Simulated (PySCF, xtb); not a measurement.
nitrous oxide (N2O), SMILES [N+](#N)[O-].

GFN2-xTB run with xtb 6.7.1 at its own geometry gives an orbital gap of 6.24 eV and a dipole moment of 0.20 D.

Geometry optimised at PBE0-D3(BJ)/def2-TZVP.

**Question.** What does HF/def2-TZVPD (PySCF) give? (The exact figures need the calculation; the answer reports its results.)

**Answer.** gap 15.67 eV (levels -13.39 and 2.28 eV), dipole 0.58 D.
